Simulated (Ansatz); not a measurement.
Relaxation of F₂H₂Si (5 atoms, charge 0, multiplicity 1), to a largest force component of 0.02 eV/Å in at most 40 steps.

Level of theory: RKS r2SCANh-D4/def2-SVP (Ansatz).

```xyz
5
Properties=species:S:1:pos:R:3
Si 0.000 0.000 0.000
F 0.000 0.000 1.590
H 1.377 0.000 -0.486
F -0.749 1.297 -0.529
H -0.688 -1.191 -0.486
```

Problem. Where does it end, and by what steps?

Solution. It converged. After 3 steps the energy has fallen by 0.037 eV; H5 moved furthest, 0.05 Å.

| step | energy less start (eV) | largest force component (eV/Å) | accepted |
| --- | --- | --- | --- |
| 0 | 0.0000 | 0.684 | yes |
| 1 | -0.0314 | 0.423 | yes |
| 2 | -0.0369 | 0.065 | yes |
| 3 | -0.0372 | 0.003 | yes |

```xyz
5
Properties=species:S:1:pos:R:3
Si 0.013 -0.022 -0.017
F 0.000 0.000 1.592
H 1.415 0.035 -0.478
F -0.750 1.299 -0.530
H -0.737 -1.207 -0.478
```

Whether the end is a true minimum wasn't checked by a vibrational analysis.

The run took 10 s on 1 thread of Arm Neoverse V1, with other jobs on the host, peak memory 0.12 GiB.
